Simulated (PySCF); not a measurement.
CH3S, SMILES C[S] (connectivity only; charge and spin as stated), charge -1, multiplicity 1. Coordinates come from a PBE-D3(BJ)/def2-TZVPD optimisation. The multiplicity is an assumed one; other spin states were not compared. The isomer is the one that the SMILES or the coordinates give; other isomers of the formula were not compared.

Computed with PBE-D3(BJ)/def2-TZVPD run with PySCF.

Harmonic wavenumbers (cm⁻¹): 683, 896, 896, 1253, 1417, 1417, 2877, 2915, 2915. Rotational constants (GHz): 158.7, 12.73, 12.73; symmetry number 3.

Work out the zero-point energy and the ideal-gas rigid-rotor harmonic-oscillator thermochemistry at 298.15 K and 1 atm.

ZPE = ½ Σ hcν = ½ × 15269 cm⁻¹ = 91.33 kJ/mol. H − E(el) = 101.92 kJ/mol. Entropy in J/(mol K): translation 156.79, rotation 74.81, vibration 2.84, total 234.44. G − E(el) = 32.02 kJ/mol. Cp = 42.66 J/(mol K).
